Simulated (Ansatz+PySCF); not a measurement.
A calculation with Ansatz (development build ahead of 0.2.0).

```yaml
crystal:
  periodic: [false, false, false]
  atoms:
    - { symbol: C, position_ang: [0.0, 0.0, 0.0] }
    - { symbol: O, position_ang: [0.0, 0.0, 1.15118] }
    - { symbol: O, position_ang: [0.0, 0.0, -1.15118] }
basis:
  gaussian: { orbitals: cc-pVTZ }
total_charge: 1
magnetization:
  initial_magnetization: 1
hamiltonian:
  xc: hf
correlation:
  method: mp2
  frozen_orbitals: { C: 1, O: 1 }
output:
  forces: true
```

The input is written out in the form of the current development build from the run's settings. Correlation on restricted open-shell orbitals is semicanonical, with singles.

Results

```
Converged                       : yes
Reference energy                : -187.21969 hartree
Correlation energy              : -0.56296 hartree
Total energy                    : -187.78266 hartree
Spin squared of the determinant : 0.750
Stability test                  : minimum among restricted orbitals
```

Forces (eV/Å):
```csv
atom,Fx,Fy,Fz
C1,0.000,0.000,-0.035
O2,0.000,0.000,2.554
O3,0.000,0.000,-2.519
```

Caution: an unrestricted determinant lies well below; MP2 on this radical cation hangs on the determinant chosen; the determinant breaks the point group; another reference gives a lower total.
